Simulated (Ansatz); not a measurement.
## C₃H₄S₂, SMILES C#CSCS: a ranking of conformers, step by step

Computed with Ansatz's Python interface.

Notebook, run cell by cell (the value of a cell's last expression is shown):

**Cell 1**
```python
import ansatz as az
from rdkit import Chem
from rdkit.Chem import AllChem
```

**Cell 2**
```python
BASIS_SET = "6-31G*"
FUNCTIONAL = "pbe"
```

**Cell 3**
```python
rd = Chem.AddHs(Chem.MolFromSmiles("C#CSCS"))
ids = list(AllChem.EmbedMultipleConfs(rd, numConfs=20, randomSeed=201, pruneRmsThresh=0.4))
field = [energy for _, energy in AllChem.MMFFOptimizeMoleculeConfs(rd)]
distinct = {round(e, 2): i for i, e in zip(ids, field)}
chosen = sorted(distinct.items())[:4]
found = []
for force_field, index in chosen:
    mol = az.Crystal.molecule()
    for atom, xyz in zip(rd.GetAtoms(), rd.GetConformer(index).GetPositions()):
        mol = mol.atom(atom.GetSymbol(), xyz.round(5).tolist())
    setup = (
        mol.calculation()
        .basis(gaussian=BASIS_SET)
        .functional(FUNCTIONAL)
        .accuracy("high")
    )
    found.append(setup.run(threads=1, pin="off").report["free_energy_ev"])
print("conformer   MMFF (kcal/mol)   this level (eV)")
for (force_field, index), e in zip(chosen, found):
    print(f"{index:9d} {force_field - chosen[0][0]:17.2f} {(e - min(found)):17.3f}")
```
Output:
```text
conformer   MMFF (kcal/mol)   this level (eV)
        1              0.00             0.011
        0              0.92             0.000
        2              2.15             0.098
```

Caveats:
- The settings weren't tested for convergence.
- The conformers keep their force-field geometries.
- Wall time of the script: 24 s on 1 thread of Arm Neoverse V1, on a shared host, peak memory 0.36 GiB.
